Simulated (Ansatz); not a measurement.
Pt (fcc, Cu type): values from a third-order Birch-Murnaghan fit to a volume scan beside measured ones. Computed values: r2SCAN (plane waves to 500 eV, PAW, scalar-relativistic; Ansatz, an electronic-structure program). Pt is run without spin polarisation. Pt was relaxed with its symmetry unable to fall. Spin-orbit coupling is left out, though Pt is heavy.

```
quantity                reference                                       kind  r2SCAN  difference
----------------------  ---------  -----------------------------------------  ------  ----------
Lattice constant a (Å)      3.913  measured, corrected to the static lattice   3.940      +0.7 %
Bulk modulus B₀ (GPa)         289  measured, corrected to the static lattice     271      -6.2 %
```

r2SCAN overestimates the lattice constant a by 0.7 %. r2SCAN underestimates the bulk modulus B₀ by 6.2 %.

References as given in: Daniel Mejia-Rodriguez, S. B. Trickey, Physical Review B (2018), arXiv:1807.09216; H. Levämäki, M. P. J. Punkkinen, K. Kokko et al., Physical Review B (2014), arXiv:1402.3671.

(A scan under strain: stresses follow from slopes of the energy per volume, elastic moduli from its curvatures.)
